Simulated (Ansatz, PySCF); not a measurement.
System: AlCl$_{2}$ (charge 0, doublet). It need not be the lowest isomer of its formula. SMILES: [Cl][Al][Cl]
Geometry: optimised at B3LYP-D3(BJ)/def2-TZVP (Ansatz, a first-principles code).

Property: atomisation energy (electronic, to ground-state atoms), in kcal/mol. Cores are frozen in the correlated levels unless marked. Open shells are spin-unrestricted. No spin-orbit coupling. No relativistic terms. The coupled-cluster limit lacks core correlation, which all-electron functionals hold. CBS marks a two-point X^-3 extrapolation of the correlation energy; Hartree-Fock from the larger set.

```
level                       program  atomisation energy (kcal/mol)
--------------------  -------------  -----------------------------
HF-D3(BJ)/def2-TZVPD  PySCF + dftd3                          169.7
r2SCAN/def2-TZVPD            Ansatz                          199.7
```

**Question.** Estimate the value at CCSD(T)/CBS(cc-pV(T+d)Z,cc-pV(Q+d)Z) as computed with Ansatz.

**Answer.** 195.0 kcal/mol, so r2SCAN/def2-TZVPD differs from it by 4.7 kcal/mol.
